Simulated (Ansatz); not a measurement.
The inner images of a band of BH$_{5}$S (7 atoms, charge 0, multiplicity 1) are given out of order.

The calculation used Ansatz, RKS r2SCAN/cc-pVDZ.

Image 0:

```xyz
7
Properties=species:S:1:pos:R:3
B 0.032 -0.013 0.072
H 0.350 0.680 1.021
H 0.856 -0.040 -0.823
H -1.132 0.028 -0.263
S 0.325 -1.840 0.866
H -0.242 -2.672 -0.049
H -0.725 -1.981 1.719
```

Image 6:

```xyz
7
Properties=species:S:1:pos:R:3
B 0.104 -0.675 -0.574
H -0.357 0.561 2.593
H 1.014 0.111 -0.603
H -1.045 -0.353 -0.710
S 0.569 -2.376 -0.316
H -0.668 -2.940 -0.346
H -0.153 -0.165 2.499
```

Question: Put them in order from the first end to the last, with their energies above the first end.
A.
```xyz
7
Properties=species:S:1:pos:R:3
B -0.018 -0.219 0.082
H -0.249 0.119 1.297
H 1.017 0.306 -0.233
H -1.044 -0.137 -0.536
S 0.484 -2.214 0.317
H -0.783 -2.696 0.360
H 0.057 -0.995 1.257
```
B.
```xyz
7
Properties=species:S:1:pos:R:3
B -0.050 -0.050 0.022
H -0.342 0.322 1.142
H 1.045 0.301 -0.366
H -0.954 -0.079 -0.781
S 0.367 -2.062 0.406
H -0.873 -2.620 0.435
H 0.270 -1.649 1.685
```
C.
```xyz
7
Properties=species:S:1:pos:R:3
B 0.027 -0.012 0.025
H 0.004 0.574 1.089
H 1.021 0.173 -0.646
H -1.027 -0.064 -0.574
S 0.353 -1.937 0.657
H -0.678 -2.636 0.114
H -0.237 -1.936 1.879
```
D.
```xyz
7
Properties=species:S:1:pos:R:3
B 0.066 -0.503 -0.141
H -0.263 0.185 1.618
H 0.995 0.256 -0.245
H -1.054 -0.170 -0.425
S 0.517 -2.272 -0.002
H -0.741 -2.767 0.126
H -0.056 -0.565 1.612
```
E.
```xyz
7
Properties=species:S:1:pos:R:3
B 0.089 -0.599 -0.376
H -0.311 0.370 2.072
H 1.004 0.180 -0.425
H -1.058 -0.260 -0.479
S 0.542 -2.318 -0.187
H -0.706 -2.852 -0.147
H -0.097 -0.359 2.085
```

Answer: C (+0.08 eV), B (+0.20 eV), A (+0.57 eV), D (+0.12 eV), E (-0.17 eV).

The run took 3.4 min on 1 thread of Arm Neoverse N1, with other jobs on the host, peak memory 0.11 GiB.
